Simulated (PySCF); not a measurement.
**AlH: the SCF solver's settings**

Aim: find out which solver settings change the answer for AlH.

Program: PySCF 2.14.0. Level of theory: each script names its method and basis. These are calculated values, not measurements.

## Step 1: The system as given

AlH: 2 atoms, charge 0, spin multiplicity 1.

Bond lengths: Al1–H2 1.515 Å.

## Step 2: The run that the others are compared with

input.py reads:

```python
from pyscf import gto, dft

mol = gto.M(
    atom='Al 0 0 0; H 0 0 1.515',
    basis='6-311++g**',
    charge=0,
    spin=0,
    verbose=4,
)
mf = dft.RKS(mol, xc='tpssh')
mf.kernel()
mf.dip_moment()
print('orbital energies (hartree):', mf.mo_energy[..., max(0, mol.nelec[1]-3):mol.nelec[0]+3].round(4))
```

Launch:

```bash
> OMP_NUM_THREADS=1 python input.py
```

Its log is not repeated here.

In short: E(SCF) = -242.984570 Eh, 7 cycles, μ = 0.55 D.

The bond length is a typed value, not an optimised one.

## Step 3: Second-order solver on

Run 1 changes second-order solver: off → on.

input.py reads:

```python
from pyscf import gto, dft

mol = gto.M(
    atom='Al 0 0 0; H 0 0 1.515',
    basis='6-311++g**',
    charge=0,
    spin=0,
    verbose=4,
)
mf = dft.RKS(mol, xc='tpssh')
mf = mf.newton()
mf.kernel()
mf.dip_moment()
print('orbital energies (hartree):', mf.mo_energy[..., max(0, mol.nelec[1]-3):mol.nelec[0]+3].round(4))
```

Launch:

```bash
> OMP_NUM_THREADS=1 python input.py
```

## Step 4: Damping 0.5

Run 2 changes damping: none → 0.5.

input.py: that of step 2 with these lines changed.

```diff
@@ -10,2 +10,4 @@
 mf = dft.RKS(mol, xc='tpssh')
+mf.damp = 0.5
+mf.diis_start_cycle = 8
 mf.kernel()
```

**Question.** What will these runs give? Wanted: for each run, E(SCF); from base; gap; SCF dipole.

As calculated:

```
                   run  E(SCF) (hartree)  from base (eV)   cycles  gap (eV)  SCF dipole (D)
                  base       -242.984570               0        7      3.16            0.55
second-order solver on       -242.984570          0.0000  3 macro      3.16            0.55
           damping 0.5       -242.984570          0.0000       10      3.16            0.55
```

Distance from each run's final energy (log10 hartree) by cycle:

```
                   run  cycle 1  cycle 2  cycle 3  cycle 5  cycle 8  cycle 12
                  base     -2.1     -2.7     -4.7     -7.6     done      done
second-order solver on     -6.6    < -11    < -11     done     done      done
           damping 0.5     -2.1     -3.2     -4.0     -5.3     -8.3      done
```

What this shows: With second-order solver on or damping 0.5 the SCF ends at the base energy. The base needs 7 cycles and the run with damping 0.5 needs 10.
